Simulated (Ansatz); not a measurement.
## SbAs (R3m)

Method: DFT r2SCAN, scalar-relativistic, plane waves, PAW (Ansatz).

Settings: cutoff 500 eV, Γ-centred mesh 12×12×12 on the computed 2-atom cell, Gaussian smearing of 0.10 eV; no spin polarisation.

The structure is relaxed at this level of theory with its symmetry kept. Whether it is the stable form of this composition wasn't checked.

It takes space group R3m (No. 160, trigonal). Conventional cell: a = 4.065 Å, b = 4.065 Å, c = 11.160 Å, α = 90.00°, β = 90.00°, γ = 120.00°. Sb (site symmetry 3m) has 3 As at 2.72 Å as nearest neighbours. As (site symmetry 3m) is surrounded by 3 Sb at 2.72 Å.

| Quantity | Value |
| --- | --- |
| Volume per atom | 26.61 Å³ |
| Formation energy from the elements' standard states (uncorrected) | 0.000 eV/atom |
| Generalised Kohn–Sham band gap | none (metal) |
| Density of states at the Fermi level | 0.14 states/eV per cell (so small that it hangs on the mesh: a semimetal, or crossings between mesh points) |
| Löwdin character within 0.5 eV of the Fermi level | Sb 5p 43 %, As 4p 36 %, As 4s 10 %, Sb 5s 8 % |
| Bader charges (e) | Sb (1 in the cell) 0.43, As (1 in the cell) -0.43 |

Spin-orbit coupling is left out, which matters for the bands of heavy elements.